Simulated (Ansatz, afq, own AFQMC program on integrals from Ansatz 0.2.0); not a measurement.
**Atomization energy of AlH3, triplet**

```xyz
4

Al    0.0000    0.0744   -0.0956
H     0.0000   -1.3724   -0.7540
H     0.4207   -0.3098    1.6570
H    -0.4207   -0.3098    1.6570
```

Atoms in their ground-state spins without spin–orbit coupling (mostly on UHF) minus the molecule (UHF), without zero-point energy. The geometry is a stationary point, not shown to be a minimum.

Basis cc-pVDZ. Noble-gas cores (and the filled d shells of Ga–Kr and In–Xe) are frozen. Integrals, coupled cluster, full CI and functionals: Ansatz 0.2.0; the random walks run on the same integrals in our own AFQMC program. ph-AFQMC/CISD is guided by a CISD state made of CCSD amplitudes; releasing the constraint for a short imaginary time cuts its bias at the price of noise, slowly where states lie close. Free projection: walkers drawn from exp(T), propagated without any constraint. Its projection time is finite, and what remains of the start isn't in its error. ± is one standard error of the sampling. The errors of all members are added in quadrature.

Full CI on the same integrals is exact in this basis and with this determinant's frozen core.

The best estimate is CCSD(T) at the basis-set limit (CBS: def2-TZVPP and def2-QZVPP, with their diffuse functions for anions and beside diffuse sets, CCSD(T) itself extrapolated) plus the step from CCSD(T) to full CI in cc-pVDZ. Rows without CBS are in cc-pVDZ, the functionals in def2-TZVP; B2PLYP and the wave-function rows carry a basis error of their own. Core correlation and relativity beyond core potentials are missing, and ± holds the sampling alone.

Cautions: AlH₃ (triplet): lower spins were not checked.

Task: Estimate: order these levels by their error in the atomization energy against the best estimate, smallest first.
A. PBE
B. CCSD(T)
C. wB97M-V
D. HF/CBS

Result: A (0.107 eV), C (0.199 eV), B (0.626 eV), D (1.633 eV).

Best estimate: 6.403 eV.

Best estimates are given only where the step beyond CCSD(T) is under 0.3 eV and no member's determinant is very poor (T1 over 0.05, or 0.07 for open shells, ⟨S²⟩ too high by 0.3, two states mixed), so the hardest cases are missing from such tables.

The functionals ran in a triple-zeta set and keep a basis error of their own, a few kJ/mol for each bond in atomization energies and more for double hybrids, so close places among them and the extrapolated levels can swap.

Each member of a difference takes its own highest rung, so a best estimate needn't equal the limit plus the step of one row. A walk keeps the symmetry of its determinant, which the program's search chose and which needn't be the lowest solution, so a lower state of the same spin and another symmetry isn't excluded.
